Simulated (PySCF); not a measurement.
**Bond curve of C₂⁺**

Set-up: C cc-pVDZ; no relativity (PySCF 2.14). Energies in eV from C⁺ + C in their ground configurations at the same level. All curves are PBE0. state 1: ⁴Σg⁻ (quartet), unpaired electrons σ ↑, π ↑↑; state 2: Ms = 0.5 determinant of mixed spin (⟨S²⟩ near 1.8), unpaired electrons σ ↓, π ↑↑, a second solution, started from another occupation; state 3: Ms = 0.5 determinant of mixed spin (⟨S²⟩ near 1.8), unpaired electrons σ ↑, π ↑↓, a mixture of terms (⟨Lz²⟩ = 2.0), a second solution, started from another occupation; state 4: doublet, unpaired electrons σ ↑, a mixture of terms (⟨Lz²⟩ = 2.0), a second solution, started from another occupation.

| R (Å) | state 1 | state 2 | state 3 | state 4 |
| --- | --- | --- | --- | --- |
| 1.215 | -4.756 | -4.158 | -4.070 | -2.843 |
| 1.272 | -5.424 | -4.848 | -4.764 | -3.585 |
| 1.328 | -5.792 | -5.237 | -5.157 | -4.020 |
| 1.371 | -5.921 | -5.381 | -5.303 | -4.195 |
| 1.413 | -5.955 | -5.428 | -5.352 | -4.271 |
| 1.455 | -5.915 | -5.400 | -5.327 | -4.271 |
| 1.512 | -5.778 | -5.277 | -5.207 | -4.181 |
| 1.583 | -5.514 | -5.027 | -4.962 | -3.968 |
| 1.667 | -5.123 | -4.646 | -4.588 | -3.627 |
| 1.780 | -4.553 | -4.078 | -4.032 | -3.105 |

Put a parabola through the three lowest points of the state 1 curve and estimate Re, k and ωe (reduced mass 6.0 u; 1 eV/Å² = 0.16022 mdyn/Å; ωe = 1302.8·√(k/μ) cm⁻¹).

Through R = 1.371, 1.413, 1.455 Å the second-order coefficient is 21.0 eV/Å², so Re ≈ 1.411 Å, k ≈ 6.72 mdyn/Å and ωe ≈ 1379 cm⁻¹. A polynomial fit of higher order to the unrounded PBE0 energies gives Re = 1.409 Å, k = 6.67 mdyn/Å, ωe = 1374 cm⁻¹; anharmonicity and rounding make the difference.

The higher-order fit for each curve: state 1: Re = 1.409 Å, ωe = 1374 cm⁻¹, De = 5.96 eV; state 2: Re = 1.417 Å, ωe = 1354 cm⁻¹, minimum 5.43 eV below the ground-state fragments; state 3: Re = 1.418 Å, ωe = 1348 cm⁻¹, minimum 5.35 eV below the ground-state fragments; state 4: Re = 1.433 Å, ωe = 1306 cm⁻¹, minimum 4.28 eV below the ground-state fragments.

The state is the lowest determinant that a PBE0 search found; another state may lie lower at other levels.
